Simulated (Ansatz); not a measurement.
System: CCl4, charge 0, singlet. CCl4 (SMILES ClC(Cl)(Cl)Cl).
B3LYP-D3(BJ)/def2-TZVP minimum from Ansatz (an electronic-structure program):
```
C
Cl 1 1.7795
Cl 1 1.7795 2 109.47
Cl 1 1.7795 2 109.47 3 -120.00
Cl 1 1.7795 2 109.47 4 -120.00
```
Charge 0, spin multiplicity 1.

Quantity: atomisation energy (electronic, to ground-state atoms), in kJ/mol. Radicals and triplets start from unrestricted determinants; spin-orbit coupling is neglected. CBS(X,Y): correlation extrapolated as X^-3, Hartree-Fock from the larger set. A bracket is a step between two methods taken in the basis named. Functionals run without relativity, which enters their misses. Double hybrids freeze cores in their MP2 part. 'core' is core correlation in cc-pwCVTZ (1s frozen past Ne), 'X2C' scalar relativity in cc-pVTZ-DK, both at CCSD(T).

CCSD(T)/CBS(cc-pV(T+d)Z,cc-pV(Q+d)Z) + [CCSDT(Q) - CCSD(T)]/cc-pV(D+d)Z + core + X2C (Ansatz) gives 1320.2 kJ/mol.

Problem. What does PBE/def2-TZVPD (Ansatz) give here, and how do the other levels compare?

Solution. PBE gives 1396.6 kJ/mol, 76.4 kJ/mol above it. Differences of the others: B3LYP/def2-TZVPD (Ansatz) -79.9; wB97M-V/def2-TZVPD (Ansatz) 8.4; B2PLYP/def2-TZVPD (Ansatz) -52.0; CCSD(T)/CBS(cc-pV(T+d)Z,cc-pV(Q+d)Z) + core + X2C (Ansatz) -2.0 kJ/mol. Nearer than PBE: wB97M-V/def2-TZVPD, B2PLYP/def2-TZVPD, CCSD(T)/CBS(cc-pV(T+d)Z,cc-pV(Q+d)Z) + core + X2C.
